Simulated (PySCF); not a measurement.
Molecule: `[C-]#[N+]CCC`, C4H7N.

Molfile (atoms numbered from 1):
```
C4H7N
     RDKit          3D

 12 11  0  0  0  0  0  0  0  0999 V2000
    2.3249    1.0696    1.1246 C   0  0  0  0  0  0  0  0  0  0  0  0
    1.6769    0.2095    0.6604 N   0  0  0  0  0  0  0  0  0  0  0  0
    0.8532   -0.7912    0.0919 C   0  0  0  0  0  0  0  0  0  0  0  0
   -0.3081   -0.2042   -0.7053 C   0  0  0  0  0  0  0  0  0  0  0  0
   -1.2535    0.6421    0.1290 C   0  0  0  0  0  0  0  0  0  0  0  0
    0.4752   -1.4280    0.9094 H   0  0  0  0  0  0  0  0  0  0  0  0
    1.4797   -1.4291   -0.5517 H   0  0  0  0  0  0  0  0  0  0  0  0
   -0.8479   -1.0500   -1.1617 H   0  0  0  0  0  0  0  0  0  0  0  0
    0.1040    0.3897   -1.5376 H   0  0  0  0  0  0  0  0  0  0  0  0
   -0.7290    1.4992    0.5778 H   0  0  0  0  0  0  0  0  0  0  0  0
   -2.0759    1.0367   -0.4852 H   0  0  0  0  0  0  0  0  0  0  0  0
   -1.6995    0.0557    0.9483 H   0  0  0  0  0  0  0  0  0  0  0  0
  1  2  3  0
  2  3  1  0
  3  4  1  0
  4  5  1  0
  3  6  1  0
  3  7  1  0
  4  8  1  0
  4  9  1  0
  5 10  1  0
  5 11  1  0
  5 12  1  0
M  CHG  2   1  -1   2   1
M  END
```

Spin–spin couplings on one PBE0-D3(BJ)/def2-SVP geometry, PySCF 2.14.0 with density-fitted response routines, gas phase, non-relativistic, equivalent pairs averaged (spin–dipole term only in couplings to heteroatoms); isotopes ¹³C, ¹H, ¹⁵N; basis pcJ-1.

How do the couplings (Hz) change with the functional? Times are CPU seconds on shared hosts with different chips, so compare them loosely.

Results:


```
functional  functions  ¹J(C3,H6)  ¹J(C4,H8)  ¹J(C5,H10)  ¹J(C3,C4)  ¹J(C4,C5)  ¹J(C1,N2)  ¹J(N2,C3)  core-s
        HF        205      181.7      161.4       160.4       67.4       64.7      -35.9      -34.2      16
       LDA        205      110.6      101.7       101.4       20.8       22.1        0.5       -6.0      15
       PBE        205      133.7      122.2       121.8       30.5       31.4       -1.5       -8.9      21
       KT2        205      141.6      128.0       127.7       22.0       22.9        6.2       -3.1      21
     B3LYP        205      146.5      133.6       133.4       36.9       37.8       -9.1      -13.4      34
      PBE0        205      139.0      126.3       125.7       35.6       36.0       -7.4      -13.0      22
     B97-2        205      132.1      120.2       120.2       34.9       35.6       -9.3      -13.4      21
 BHandHLYP        205      158.5      143.6       143.3       46.0       46.0      -17.6      -19.2      39
 CAM-B3LYP        205      144.1      130.9       130.8       37.0       37.5      -10.5      -14.5      31
```
